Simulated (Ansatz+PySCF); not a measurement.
singlet H₂O: levels of theory in one basis

```xyz
3

O     0.0000    0.0000   -0.1795
H     0.0000    1.1313    0.7180
H     0.0000   -1.1313    0.7180
```

Basis set: cc-pVDZ (spherical functions). Correlated methods keep 1 orbital frozen. Charge 0, multiplicity 1.

Computed with Ansatz (development build ahead of 0.2.0); each method stands on the lowest determinant of its kind that the runs found. NEVPT2 correlates all electrons. Active spaces start from the frontier orbitals, and the lowest solution found is given.

```json
{"method": "RHF", "E − E(RHF) (eV)": "0.00", "<S²> of the determinant": "0.00"}
{"method": "UHF", "E − E(RHF) (eV)": "-0.56", "<S²> of the determinant": "0.83"}
{"method": "RHF-MP2", "E − E(RHF) (eV)": "-6.61", "<S²> of the determinant": "–"}
{"method": "UHF-MP2", "E − E(RHF) (eV)": "-5.19", "<S²> of the determinant": "0.83"}
{"method": "RHF-CCSD(T)", "E − E(RHF) (eV)": "-7.19", "<S²> of the determinant": "–"}
{"method": "UHF-CCSD(T)", "E − E(RHF) (eV)": "-7.11", "<S²> of the determinant": "0.83"}
{"method": "RHF-CCSDT(Q)", "E − E(RHF) (eV)": "-7.24", "<S²> of the determinant": "–"}
{"method": "CASSCF(8,6)", "E − E(RHF) (eV)": "-3.19", "<S²> of the determinant": "–"}
{"method": "CASSCF(2,2)", "E − E(RHF) (eV)": "-1.44", "<S²> of the determinant": "–"}
{"method": "SC-NEVPT2(2,2)", "E − E(RHF) (eV)": "-6.77", "<S²> of the determinant": "–"}
{"method": "SC-NEVPT2(8,6)", "E − E(RHF) (eV)": "-6.69", "<S²> of the determinant": "–"}
```

Question: What does RHF-CCSD give on the same scale?

Answer: -6.97 eV.

Question: Is a single determinant a sound starting point here?

Answer: It is doubtful. Unrestricted orbitals lower Hartree–Fock by 0.56 eV and <S²> is 0.83 where a pure state has 0.00, a sign of strong static correlation. The CASSCF(8,6) natural occupations are 2.00, 2.00, 1.88, 1.88, 0.13, 0.12. The CASSCF(2,2) natural occupations are 1.87, 0.13.

Caution for RHF, RHF-MP2, RHF-CCSD, RHF-CCSD(T), RHF-CCSDT(Q): an unrestricted determinant lies well below. Caution for UHF, UHF-MP2, UHF-CCSD(T): the unrestricted determinant is a mixture of spin states. Caution for RHF-MP2, UHF-MP2, RHF-CCSD, RHF-CCSD(T), UHF-CCSD(T), RHF-CCSDT(Q): bonds are stretched, where a single reference can fail. Caution for UHF-MP2, UHF-CCSD(T): a plain start can end on a higher determinant; another reference gives a lower total. Caution for CASSCF(2,2): other starts end on other solutions of this active space.
